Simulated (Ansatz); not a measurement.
The pair A = C2H4 (SMILES C=C) (first 6 atoms), B = C2H2 (SMILES C#C); geometry from A24 set.
(charge 0, multiplicity 1):
```xyz
10

H     -0.924     1.232    -1.685
H      0.924     1.232    -1.685
H      0.924    -1.232    -1.685
H     -0.924    -1.232    -1.685
C      0.000     0.667    -1.685
C      0.000    -0.667    -1.685
H      0.000    -1.668     1.815
H      0.000     1.668     1.815
C      0.000    -0.603     1.815
C      0.000     0.603     1.815
```

Correlated levels freeze the cores. MP2 and its Hartree–Fock in aug-cc-pVTZ are density fitted.

Programs: Ansatz (a first-principles code) with Gaussian orbitals. Values without a source in brackets are computed.

The counterpoise-corrected interaction energy is E(AB) − E(A in the pair's basis) − E(B in the pair's basis). Total energies (hartree):

| level | AB | A in the pair's basis | B in the pair's basis |
|---|---|---|---|
| HF/aug-cc-pVDZ | -154.8666509 | -78.0437092 | -76.8283663 |
| MP2/aug-cc-pVDZ | -155.4198899 | -78.3289744 | -77.0922286 |
| HF/aug-cc-pVTZ | -154.9088543 | -78.0645895 | -76.8497040 |
| MP2/aug-cc-pVTZ | -155.5677774 | -78.4046377 | -77.1640999 |
| CCSD(T)/aug-cc-pVDZ | -155.4881235 | -78.3692994 | -77.1206155 |

Q: Work out the counterpoise-corrected interaction energy at the basis-set limit: extrapolate the MP2 correlation part as X⁻³, take Hartree–Fock from the larger set, and add the CCSD(T) − MP2 difference of aug-cc-pVDZ.

A: 
1. Differences (1 hartree = 627.509 kcal/mol): HF/aug-cc-pVDZ 3.404; MP2/aug-cc-pVDZ 0.824; HF/aug-cc-pVTZ 3.413; MP2/aug-cc-pVTZ 0.603; CCSD(T)/aug-cc-pVDZ 1.124.
2. Correlation parts, MP2 less HF: -2.580 in aug-cc-pVDZ (X = 2), -2.811 in aug-cc-pVTZ (X = 3).
3. Limit (3³·(-2.811) − 2³·(-2.580))/(3³ − 2³) = -2.908; with HF/aug-cc-pVTZ it gives 0.505.
4. CCSD(T) less MP2 in aug-cc-pVDZ: 0.300.
Result: 0.81 kcal/mol, against 0.82 at MP2/aug-cc-pVDZ. It is an estimate of this method's limit, not of the exact value.
